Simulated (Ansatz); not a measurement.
The same path of H$_{3}$OSi (5 atoms, charge 0, multiplicity 2) was run 3 times with different band settings. Lost on the way: Si2–H5. Made: O1–H5.

Theory: UKS PBE-D4/def2-SVP (Ansatz 0.2.0).

Relaxed end points:

```xyz
5
Properties=species:S:1:pos:R:3
O -1.413 0.378 0.740
Si -0.002 -0.069 -0.031
H -0.129 -0.258 -1.521
H 0.718 -1.238 0.592
H 0.825 1.187 0.220
```

```xyz
5
Properties=species:S:1:pos:R:3
O -0.521 0.962 0.372
Si 0.363 -0.215 -0.458
H -0.577 -0.744 -1.510
H 0.792 -1.349 0.459
H -0.058 1.346 1.138
```

Common settings: spring 5.0 eV/Å²; optimiser quadratic models (default); force threshold 0.05 eV/Å; iteration limit 60; end points relaxed.

| run | movable images | climbing image | start path |
| --- | --- | --- | --- |
| 1 | 5 | yes | through a guess of the saddle point |
| 2 | 4 | no | through a guess of the saddle point |
| 3 | 5 | yes | straight line |

Task: What does each run give, and how far can it be trusted?

Result: Run 1: converged after 9 iterations, highest image 0.662 eV above the first end. A vibrational analysis at the climbing image gives one clearly imaginary mode, 1409i cm⁻¹: a first-order saddle point.
Run 2: converged after 8 iterations, highest image 0.607 eV above the first end. Neighbouring images differ by up to 1.4 eV, so the band resolves the path poorly. No image climbed, so the highest image needn't sit at the top of the path.
Run 3: converged after 9 iterations, highest image 0.662 eV above the first end. Another band between the same ends (5 images) ends at a top of the same energy, where a vibrational analysis finds 1 clearly imaginary mode.
